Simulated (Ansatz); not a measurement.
This geometry of C2H4OS (8 atoms, charge 0, multiplicity 1) is a first-order saddle point.

Level of theory: Ansatz, RKS PBE0-D4/def2-SVP.

```xyz
8
Properties=species:S:1:pos:R:3
O -0.972 0.759 1.017
C -0.573 -0.207 0.126
C 0.798 -0.188 -0.435
S 0.500 -1.526 0.746
H -0.794 1.622 0.627
H -1.376 -0.585 -0.524
H 0.952 -0.480 -1.480
H 1.465 0.605 -0.077
```

Question: Which two structures does it join? (They come from a converged band through this point; their orientation in space is the band's.)

Answer: No bond is made or broken. The dihedral H5–O1–C2–C3 goes from -45 to 98°.

First end point:

```xyz
8
Properties=species:S:1:pos:R:3
O -1.156 0.939 0.615
C -0.615 -0.149 -0.004
C 0.781 -0.173 -0.480
S 0.476 -1.288 0.926
H -0.520 1.268 1.264
H -1.374 -0.649 -0.616
H 1.009 -0.657 -1.436
H 1.400 0.708 -0.268
```

Last end point:

```xyz
8
Properties=species:S:1:pos:R:3
O -0.766 0.830 1.081
C -0.494 -0.159 0.162
C 0.841 -0.218 -0.480
S 0.529 -1.519 0.744
H -1.237 1.536 0.621
H -1.358 -0.481 -0.440
H 0.928 -0.540 -1.524
H 1.556 0.551 -0.165
```

Question: How far does it lie above each of them?

Answer: 3.8 kcal/mol above the first and 0.2 kcal/mol above the second. This is the barrier of this one path; another mechanism may lie lower.

Time of the run: 2.5 min on 1 thread of Arm Neoverse V1 (shared host), peak memory 0.15 GiB.
